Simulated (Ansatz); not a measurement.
[Cl···H···H], doublet: transfer scan

Starting geometry:

```yaml
atoms:
  - { symbol: Cl, position_ang: [0.0000, 0.0000, -1.2983] }
  - { symbol: H, position_ang: [0.0000, 0.0000, -0.0195] }
  - { symbol: H, position_ang: [0.0000, 0.0000, 1.3177] }
```

From there H2 is moved from one fragment to the other while all else, the fragments' distance too, stays fixed, so the hump isn't the reaction's barrier; atoms are numbered as listed. Energies are in eV, counted from the starting geometry at the same level. Kohn–Sham curves are unrestricted where that lies lower.

Basis cc-pVDZ; Ansatz 0.2.0. Only valence electrons are correlated (noble-gas cores frozen).

In so small a basis the reference is far from its limit while semilocal and hybrid functionals are nearer theirs (RPA and double hybrids share much of the reference's basis error), so the functionals' errors here hold much of the reference's basis and frozen-core error, which can add to them or hide them.

Full CI is exact within this basis and frozen core; it isn't the basis-set limit.

| distance Cl1-H2 (Å) | full CI | PBE | BLYP | r2SCAN | PBE0 | B3LYP | wB97M-V | B2PLYP | RPA-PBE |
| --- | --- | --- | --- | --- | --- | --- | --- | --- | --- |
| 1.189 | 0.216 | 0.295 | 0.313 | 0.281 | 0.252 | 0.275 | 0.245 | 0.240 | 0.235 |
| 1.279 | 0.000 | 0.000 | 0.000 | 0.000 | 0.000 | 0.000 | 0.000 | 0.000 | 0.000 |
| 1.363 | 0.015 | -0.069 | -0.093 | -0.053 | -0.026 | -0.055 | -0.020 | -0.014 | -0.012 |
| 1.448 | 0.111 | -0.054 | -0.106 | -0.017 | 0.030 | -0.033 | 0.043 | 0.053 | 0.043 |
| 1.533 | 0.182 | -0.034 | -0.116 | 0.030 | 0.079 | -0.020 | 0.093 | 0.105 | 0.063 |
| 1.617 | 0.158 | -0.050 | -0.160 | 0.033 | 0.069 | -0.060 | 0.073 | 0.083 | -0.003 |
| 1.702 | 0.038 | -0.098 | -0.234 | -0.016 | 0.001 | -0.150 | -0.019 | -0.016 | -0.143 |
| 1.786 | -0.105 | -0.131 | -0.289 | -0.070 | -0.069 | -0.234 | -0.120 | -0.128 | -0.287 |
| 1.871 | -0.156 | -0.058 | -0.239 | -0.032 | -0.043 | -0.218 | -0.129 | -0.148 | -0.332 |

Judged by the spread of the error over the points with a reference (largest less smallest), which of these follows full CI best and which worst?

Subtracting the full CI column from each: best B2PLYP (errors from -0.077 to 0.024, spread 0.101 eV), worst BLYP (from -0.318 to 0.097, spread 0.414 eV). Functionals and wave-function methods converge differently with the basis, so part of this is basis effect.
